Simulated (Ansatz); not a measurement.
**NS (SMILES [N]=S): levels of theory compared**

We compute a comparison of 6 runs (U-r2SCAN/STO-3G, U-wB97M-V/STO-3G, U-wB97X/STO-3G, UB2PLYP/STO-3G, UMP2/STO-3G, UCCSD/STO-3G) of NS. 

Program for the calculation: Ansatz 0.2.0.

**1. The structure to begin with**

The species is NS (2 atoms), meant as a doublet with charge 0. SMILES: `[N]=S`. The S2–N1 distance was set to 2.926 Å, away from the relaxed value.

**2. The energy at U-r2SCAN/STO-3G (run 1)**

input.yaml

```yaml
crystal:
  periodic: [false, false, false]
  atoms:
    - {symbol: N, position_ang: [0.000000, 0.000000, -1.463220]}
    - {symbol: S, position_ang: [0.000000, 0.000000, 1.463180]}
basis:
  gaussian: {orbitals: STO-3G}
total_charge: 0
magnetization: {spin_polarized: true, initial_magnetization: 1}
hamiltonian: {xc: r2scan}
accuracy: high
```

Started as:

```bash
$ ansatz run input.yaml --threads 1 --pin off --max-ram 2610MiB --events-out events.jsonl --progress --plain --runs-dir runs
```

Output:

```text
Warning: RAYON_NUM_THREADS=1 ignored (pool sized by the plan → 1); use --threads N
Functional definition: r2SCAN
  name "r2SCAN"
  parameter k0 = 0.174
  parameter k1 = 0.065
  parameter a1 = 4.9479
  exchange = r2scan_x(k0 = k0, k1 = k1, a1 = a1)
  correlation = r2scan_c
208 factors; integrals over basis functions are off by at most 2.0e-8 eV
mean field evaluation 1: about -12119.8581 eV, gradient 7.0e1 eV
mean field evaluation 2: about -12127.8833 eV, gradient 6.7e0 eV
mean field evaluation 4: about -12075.7964 eV, gradient 1.7e1 eV
mean field evaluation 8: about -12137.7603 eV, gradient 3.1e1 eV
mean field evaluation 16: about -12178.0187 eV, gradient 1.6e-1 eV
mean field evaluation 32: about -12178.1571 eV, gradient 5.0e-3 eV
mean field evaluation 64: about -12178.0336 eV, gradient 1.0e-1 eV
mean field -12178.15708716 eV, -447.5390183019 hartree, gradient 6.2e-9 eV, S^2 2.654273; 7 other end points of the search recorded, 0 dependent functions left out
reference -12178.15708750 eV, -447.5390183143 hartree; 12, 11 occupied and 2, 3 virtual orbitals, 208 factors
Total energy: -12178.15708750 eV, -447.5390183143 hartree
```

It took 9.9 s on 1 thread of Intel Xeon Platinum 8375C at 2.90GHz (Ice Lake), shared host; peak memory 0.17 GiB.

**3. A single-point energy at U-wB97M-V/STO-3G (run 2)**

molecule.yaml

```yaml
crystal:
  periodic: [false, false, false]
  atoms:
    - {symbol: "N", position_ang: [0.000000, 0.000000, -1.463220]}
    - {symbol: S, position_ang: [0.000000, 0.000000, 1.463180]}
basis:
  gaussian:
    orbitals: STO-3G
magnetization:
  spin_polarized: true
  initial_magnetization: 1
hamiltonian:
  xc: {name: wB97M-V}
accuracy: high
```

Started as:

```bash
$ ansatz run molecule.yaml --threads 1 --pin off --max-ram 2610MiB --events-out events.jsonl --progress --plain --runs-dir runs
```

Output, shortened:

```text
Warning: RAYON_NUM_THREADS=1 ignored (pool sized by the plan → 1); use --threads N
Functional definition: wB97M-V
  name "wB97M-V"
[...]
  gx(w, u) = 1 - cx + cx01*u + cx10*w
  gss(w, u) = css00 + css04*u^4 + css10*w + css20*w^2 + css43*w^4*u^3
  gos(w, u) = cos00 + cos10*w + (cos20 + cos21*u)*w^2 + (cos60 + cos61*u)*w^6
[...]
      + integral(e_c_pw_mod_opposite_spin*gos(b97_w_opposite, b97_u_opposite)) + vv10(b, c)
208 factors; integrals over basis functions are off by at most 2.0e-8 eV
96 factors; integrals over basis functions are off by at most 1.2e-9 eV
[...]
mean field -12179.99397507 eV, -447.6065226872 hartree, gradient 4.6e-9 eV, S^2 2.691894; 2 other end points of the search recorded, 0 dependent functions left out
reference -12179.99397645 eV, -447.6065227380 hartree; 12, 11 occupied and 2, 3 virtual orbitals, 208 factors
Total energy: -12179.99397645 eV, -447.6065227380 hartree
```

Run time: 11 s. Hardware: 1 thread of Intel Xeon Platinum 8375C at 2.90GHz (Ice Lake), shared host; peak memory 0.33 GiB.

Run 3 isn't shown in full; the table further down has it.

**4. A single-point energy at UB2PLYP/STO-3G (run 4)**

job.yaml

```yaml
crystal:
  periodic: [false, false, false]
  atoms:
    - {symbol: N, position_ang: [0.000000, 0.000000, -1.463220]}
    - {symbol: S, position_ang: [0.000000, 0.000000, 1.463180]}
basis:
  gaussian: {orbitals: STO-3G}
accuracy: high
magnetization: {spin_polarized: true, initial_magnetization: 1}
hamiltonian: {xc: {name: B2PLYP}}
correlation: {frozen_orbitals: {"N": 1, S: 5}}
```

Started as:

```bash
$ ansatz run job.yaml --threads 1 --pin off --max-ram 2610MiB --events-out events.jsonl --progress --plain --runs-dir runs
```

Output, shortened:

```text
Warning: RAYON_NUM_THREADS=1 ignored (pool sized by the plan → 1); use --threads N
Functional definition: B2PLYP
  name "B2PLYP"
[...]
208 factors; integrals over basis functions are off by at most 2.0e-8 eV
[...]
mean field -12173.51104880 eV, -447.3682795412 hartree, gradient 9.7e-9 eV, S^2 2.709775; 6 other end points of the search recorded, 0 dependent functions left out
6 core orbitals not correlated: weight in the atoms' cores, before any rotation towards them, 1.000 or more for the frozen orbitals, at most 0.000 for the correlated occupied ones
reference -12173.51106286 eV, -447.3682800581 hartree; 6, 5 occupied and 2, 3 virtual orbitals, 208 factors
second order -0.01288466 eV of doubles, -0.00000000 eV of singles
Total energy: -12173.51454172 eV, -447.3684079038 hartree
```

Run time: 3 s. Hardware: 1 thread of Intel Xeon Platinum 8375C at 2.90GHz (Ice Lake), shared host; peak memory 0.12 GiB.

Run 5 isn't shown in full; the table further down has it.

**5. The energy at UCCSD/STO-3G (run 6)**

job.yaml

```yaml
basis:
  gaussian: {orbitals: STO-3G}
crystal:
  periodic: [false, false, false]
  atoms:
    - {symbol: "N", position_ang: [0.000000, 0.000000, -1.463220]}
    - {symbol: S, position_ang: [0.000000, 0.000000, 1.463180]}
magnetization: {spin_polarized: true, initial_magnetization: 1}
correlation: {method: ccsd, frozen_orbitals: {"N": 1, S: 5}}
accuracy: high
scf: {omitted_lower_state_checks: [cluster_reference, increment]}
```

Started as:

```bash
$ ansatz run job.yaml --threads 1 --pin off --max-ram 2610MiB --events-out events.jsonl --progress --plain --runs-dir runs
```

Output:

```text
Warning: RAYON_NUM_THREADS=1 ignored (pool sized by the plan → 1); use --threads N
[... 16 lines left out ...]
6 core orbitals not correlated: weight in the atoms' cores, before any rotation towards them, 1.000 or more for the frozen orbitals, at most 0.000 for the correlated occupied ones
[... 118 lines left out ...]
Total energy: -12159.44839013 eV, -446.8514863673 hartree
Checks for a lower state left out: cluster_reference, increment
```

It took 0.63 s on 1 thread of Intel Xeon Platinum 8375C at 2.90GHz (Ice Lake), shared host.

**6. All runs side by side**

| run | level | frozen core orbitals | energy (Eh) | ⟨S²⟩ | wall time |
| --- | --- | --- | --- | --- | --- |
| 1 | U-r2SCAN/STO-3G | – | -447.539018 | 2.654 | 9.9 s |
| 2 | U-wB97M-V/STO-3G | – | -447.606523 | 2.692 | 11 s |
| 3 | U-wB97X/STO-3G | – | -447.574767 | 2.700 | 6.3 s |
| 4 | UB2PLYP/STO-3G | 6 | -447.368408 | 2.710 | 3 s |
| 5 | UMP2/STO-3G | 6 | -446.850178 | 2.731 | 0.34 s |
| 6 | UCCSD/STO-3G | 6 | -446.851486 | 2.731 | 0.63 s |

**7. Outcome**

| quantity | value |
| --- | --- |
| run 6: total energy | -446.85149 Eh |
| run 6: correlation energy (6 core orbitals frozen) | -1.5 mEh |
| run 6: ⟨S²⟩ of the reference determinant | 2.731 |
| run 6: T1 diagnostic | 0.012 |

Totals of different functionals can't be ranked against each other. In runs 1, 2, 3, 4, 5, 6 the basis is minimal, so dipoles, gaps and forces are rough. Spin contamination of the reference: run 5 ⟨S²⟩ = 2.73, run 6 ⟨S²⟩ = 2.73, run 4 ⟨S²⟩ = 2.71, run 3 ⟨S²⟩ = 2.70, run 2 ⟨S²⟩ = 2.69, run 1 ⟨S²⟩ = 2.65. Values this far off mean a mixture of spin states, so those rows aren't the state named. All runs together took 31 s, the longest 11 s.
